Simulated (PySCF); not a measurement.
Some computed properties have been withheld. Give your best values.

Species: 1,2,4,5-tetracyanobenzene radical anion, C₁₀H₂N₄ (charge -1 and doublet state).
SMILES with atom numbers: `[N:1]#[C:2][c:3]1[cH:4][c:5]([C:6]#[N:7])[c:8]([C:9]#[N:10])[cH:11][c:12]1[C:13]#[N:14]` (hydrogens: H15 on C4; H16 on C11)

```json
{"property": "point group", "level": "PBE0-D3(BJ)/def2-SVP", "value": "?"}
{"property": "rotational constants A, B, C", "level": "PBE0-D3(BJ)/def2-SVP", "value": "1.154, 0.503, 0.350 GHz"}
{"property": "isotropic g value", "level": "unrestricted B3LYP/IGLO-III on C N, pcH-1 on H, mean-field spin–orbit", "value": "?"}
{"property": "spin squared ⟨S²⟩", "level": "unrestricted B3LYP/IGLO-III on C N, pcH-1 on H", "value": "?"}
{"property": "largest isotropic hyperfine couplings (means over sets of like nuclei)", "level": "unrestricted B3LYP/IGLO-III on C N, pcH-1 on H", "value": "?"}
```

The electronic properties come from PySCF, for the isolated species, density fitting. Geometry: PBE0-D3(BJ)/def2-SVP; no solvent, vibrations or thermal averaging. Whether the extra electron is bound in the gas phase wasn't checked; a finite basis holds it in any case. The geometry's basis has no diffuse functions, a weakness for an anion.

(1) The point group?

(2) What are the largest isotropic hyperfine couplings (means over sets of like nuclei)?

(3) What is the isotropic g value?

(4) What is the spin squared ⟨S²⟩?

## Answers

(1) D2h.

(2) 13C -20.0 (C4/C11), 13C -18.1 (C2/C6/C9/C13), 13C +13.3 (C3/C5/C8/C12), 1H +4.2 (H15/H16), 14N +3.1 (N1/N7/N10/N14) MHz.

(3) 2.00274.

(4) 0.764.

g_iso is shifted by about +420 ppm from the free-electron value 2.002319. The rotational constants make it an asymmetric top with κ = (2B − A − C)/(A − C) = -0.62, nearer the prolate limit (−1). At 9.50 GHz, hν = g·μB·B₀ (B₀ the magnetic field) puts the centre of the isotropic spectrum, to first order, at 338.9 mT. ⟨S²⟩ is 0.014 above the pure-spin value S(S + 1) = 0.75. With B = h/(8π²I), that is 505.379 GHz u Å² over I, the principal moments of inertia are 438.1, 1005.4 and 1443.5 u Å² (most abundant isotopes).
